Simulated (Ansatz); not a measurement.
**Hafnium, hcp: convergence with the plane-wave cutoff**

Computed with Ansatz, LDA, scalar-relativistic PAW, on the relaxed cell (a = 3.118 Å, c = 4.948 Å (c/a = 1.587); spin not included). Errors count from a run at 420 eV on a Γ-centred 19×19×11 mesh with Fermi-Dirac smearing of 0.1 eV, extrapolated to zero width. Fixed here: mesh 12×12×7, Fermi-Dirac width 0.1 eV. The pressure holds a Pulay correction and is unreliable far below the recommended cutoff. The SCF starts from atomic densities corrected by a trained network.

| cutoff (eV) | E(σ→0) error (meV/atom) | P (GPa) | SCF iterations |
| --- | --- | --- | --- |
| 150 | 33951.3 | -23.66 | 8 |
| 200 | 5727.4 | 4.14 | 8 |
| 250 | 967.7 | -0.12 | 7 |
| 300 | 92.8 | 0.04 | 6 |
| 350 | 4.7 | 0.06 | 7 |
| 420 | 0.7 | 0.02 | 6 |
| 500 | -0.1 | 0.02 | 6 |
| 600 | -0.3 | 0.02 | 6 |
| 800 | -0.5 | 0.02 | 6 |

Within 5 meV/atom of the last row: from 420 eV on.
